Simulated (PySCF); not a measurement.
**A thermochemical cycle for AlF**

CCSD(T) in PySCF with def2-TZVPPD on every atom, for the lowest determinant that a PBE0 search found; no spin–orbit coupling. AlF, a singlet (closed shell), has De = 6.85 eV to neutral atoms, and AlF⁺, a doublet (σ ↑), has De = 3.18 eV to Al⁺ + F.

The adiabatic ionisation energy of AlF, between the minima, is 9.60 eV.

Q: Which ionisation energy of the Al atom does this level give?

A: IE(Al) = IE(molecule) + De(ion) − De(neutral) = 9.60 + 3.18 − 6.85 = 5.93 eV; the measured value is 5.986 eV (NIST ASD).

Correlated steps freeze 6 core orbitals. For an ion De counts to the pair picked by the measured ionisation energies or electron affinities, which need not be the lowest pair at this level. Where the molecule has an RHF reference, its open-shell atoms are computed with UHF. States were picked by a PBE0 search and need not be the measured ground states.
